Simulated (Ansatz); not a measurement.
A run of Ansatz (development build ahead of 0.2.0) on triplet Al2 at this shape:

```yaml
atoms:
  - { symbol: Al, position_ang: [0.0000, 0.0000, 0.0000] }
  - { symbol: Al, position_ang: [0.0000, 0.0000, 2.9711] }
```

Its results:

| Item | Value |
| --- | --- |
| Converged | yes |
| Reference energy | -483.60339 hartree |
| Correlation energy | -0.07259 hartree |
| Total energy | -483.67598 hartree |
| Spin squared of the determinant | 2.036 |
| Stability test | minimum |
| Occupied orbitals by symmetry in an Abelian subgroup (alpha; beta) | 5 Ag 4 B1u 1 B2g 1 B2u 1 B3g 2 B3u; 4 Ag 4 B1u 1 B2g 1 B2u 1 B3g 1 B3u |

Messages of the program:
```
mean field -13159.51869003 eV, -483.6033920166 hartree, gradient 2.3e-6 eV, S^2 2.036441; 13 other ends of a descent, 0 dependent functions left out
```

(1) Which input gives this output? Name the method, the orbitals and the basis set, and write the input.

Answers

(1) UHF-MP2 in def2-SVP.

```yaml
crystal:
  periodic: [false, false, false]
  atoms:
    - { symbol: Al, position_ang: [0.0, 0.0, 0.0] }
    - { symbol: Al, position_ang: [0.0, 0.0, 2.9711] }
basis:
  gaussian: { orbitals: def2-SVP }
magnetization:
  spin_polarized: true
  initial_magnetization: 2
hamiltonian:
  xc: hf
correlation:
  method: mp2
  frozen_orbitals: { Al: 5 }
```
